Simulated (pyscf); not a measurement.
A first-order saddle from PySCF, ωB97X-D3(BJ)/def2-SVP:

```
O
C 1 1.4095
H 2 1.1006 1 108.63
H 2 1.1056 3 108.23 1 -121.34
H 2 1.1062 3 108.23 4 -117.15
Si 1 1.6616 2 123.34 3 176.56
H 6 1.4857 1 107.36 2 -178.06
H 6 1.4967 7 111.08 1 -121.62
H 6 1.6008 7 109.72 8 -118.60
H 9 1.1844 8 145.73 6 -175.25
```
Charge 0, spin multiplicity 2.

Surface: doublet, charge 0. Lowest wavenumbers (cm⁻¹): 974i, 92, 105, 170, 227.

### Question
Which two sides does it connect, and which bonds change?

### Answer
H₃C–O–SiH₃ (SMILES CO[SiH3]) + H• (SMILES [H]) ⇌ H₃C–O–SiH₂• (SMILES CO[SiH2]) + H₂ (SMILES [H][H]), a hydrogen abstraction read from left to right: H–Si broken and H–H formed. At ωB97M-D3(BJ)/def2-TZVP it lies +4.8 kcal/mol from the left side and +15.5 kcal/mol from the right (each side as separated species at their lowest minima found). H₃C–O–SiH₃ lies 23.7 kcal/mol over its isomer H₃C–SiH₂–OH (electronic energy, ωB97M-D3(BJ)/def2-TZVP). One saddle was located; it need not be the lowest between these sides. The angle at the transferred H is 177°.
